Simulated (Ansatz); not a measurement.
The input, for Ansatz 0.2.0:

```yaml
crystal:
  periodic: [false, false, false]
  atoms:
    - {symbol: B, position_ang: [0.000000, -0.501036, 1.797314]}
    - {symbol: Si, position_ang: [0.000000, 0.361580, 0.166961]}
    - {symbol: F, position_ang: [0.000000, -0.345292, -1.261620]}
    - {symbol: H, position_ang: [0.000000, 1.807190, -0.149981]}
basis:
  gaussian: {orbitals: def2-SVPD, fitting: {mean_field: def2-universal-jkfit}}
magnetization: {spin_polarized: false, initial_magnetization: 5}
correlation: {active_space: {ras: {orbitals: [5, 5, 58], electrons: 15, max_holes: 2, max_particles: 2}, fixed_orbitals: true}}
accuracy: high
```

```sh
$ ansatz run in.yaml --threads 1 --pin off --events-out ev --progress --plain --max-ram 2393MiB
```

The program prints:

```
298 factors; integrals over basis functions are off by at most 3.7e-1 eV
mean field evaluation 1: about -11237.5233 eV, gradient 2.3e1 eV
mean field evaluation 2: about -11239.7327 eV, gradient 1.6e1 eV
mean field evaluation 4: about -11240.8452 eV, gradient 1.7e0 eV
mean field evaluation 8: about -11240.9364 eV, gradient 9.6e-1 eV
mean field evaluation 16: about -11231.6518 eV, gradient 4.2e1 eV
mean field evaluation 32: about -11237.6731 eV, gradient 4.7e-1 eV
mean field -11241.28015501 eV, -413.1094260833 hartree, gradient 2.1e-8 eV, S^2 8.750000; 6 other end points of the search recorded, 0 dependent functions left out
reference -11241.28015501 eV, -413.1094260833 hartree; 17, 12 occupied and 58, 63 virtual orbitals, 298 factors
state -11249.34101214 eV, -413.4056571188 hartree
Total energy: -11249.34101214 eV, -413.4056571188 hartree
```

Ran on 1 thread of Arm Neoverse V2, shared host: 2 min wall, 0.59 GiB peak host memory.
